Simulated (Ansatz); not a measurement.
# BSiPH (quartet): from Hartree-Fock to the top rungs at a displaced geometry (v2), cc-pVDZ

Aim: climb from Hartree-Fock through coupled cluster for BSiPH (quartet) at one geometry and basis, and see what each rung misses.

Computed with Ansatz 0.2.0, Gaussian basis. Level: cc-pVDZ, core rule «outside noble gas», up to 11 orbitals frozen.

The runs, in order: UHF; CCSD(T) on ROHF; CCSD(T) on UHF; BCCD(T) on ROHF; CISD; CCSDT(Q) on ROHF; CCSDT(Q) on UHF.

20 further runs of the same task are left out: 8 that didn't finish, 12 set aside as unsound or not needed.

## 1. What is computed

The geometry is a PBE0/def2-TZVP stationary point (not a proven minimum) with its atoms shifted at random (size 0.100 Å).

4 atoms, charge 0, spin multiplicity 4.

Atoms are counted from 1 here; the program's logs count them from 0.

Bond lengths: B1–Si2 1.927 Å, B1–P3 1.755 Å, Si2–H4 1.436 Å. Angles: Si2–B1–P3 170.3°, B1–Si2–H4 124.8°.

## 2. UHF

File in.yaml:

```yaml
crystal:
  periodic: [false, false, false]
  atoms:
    - {symbol: B, position_ang: [0.064334, -0.192872, -0.748063]}
    - {symbol: Si, position_ang: [-0.100249, -0.327904, 1.167087]}
    - {symbol: P, position_ang: [-0.023618, -0.246441, -2.500415]}
    - {symbol: H, position_ang: [0.059533, 0.767217, 2.081391]}
basis:
  gaussian: {orbitals: cc-pVDZ}
magnetization: {spin_polarized: true, initial_magnetization: 3}
hamiltonian: {xc: hf}
output: {orbitals: {seedname: orbitals}}
```

Run with:

```console
> ansatz run in.yaml --threads 1 --pin off --events-out ev --progress --plain --max-ram 2393MiB
```

The runs that follow: CCSD(T) on ROHF; CCSD(T) on UHF; BCCD(T) on ROHF; CISD; CCSDT(Q) on ROHF; CCSDT(Q) on UHF.

Before running them: what should the planned runs give, taken together? Wanted: RCCSDT(Q) below the RHF energy; RMP2 from RCCSDT(Q); UMP2 from RCCSDT(Q); RCCSD from RCCSDT(Q); RCCSD(T) from RCCSDT(Q); UCCSD(T) from RCCSDT(Q); UCCSDT(Q) from RCCSDT(Q); T1 diagnostic.

The runs gave:

| quantity | value |
| --- | --- |
| RCCSDT(Q) below the RHF energy | -7.8498 eV |
| RMP2 from RCCSDT(Q) | +1550.1 meV |
| UMP2 from RCCSDT(Q) | +1794.3 meV |
| RCCSD from RCCSDT(Q) | +438.3 meV |
| RCCSD(T) from RCCSDT(Q) | +87.5 meV |
| UCCSD(T) from RCCSDT(Q) | +101.0 meV |
| UCCSDT(Q) from RCCSDT(Q) | -4.0 meV |
| levels within 1 kcal/mol (43 meV) | RCCSDT, UCCSDT, UCCSDT(Q) |
| T1 diagnostic | 0.038 |

In words: RCCSD(T) lands +87.5 meV from the yardstick (1.1 % of the correlation energy). These misses are within one basis, not against nature; the frozen cores of restricted and unrestricted runs differ, which can shift their rows.
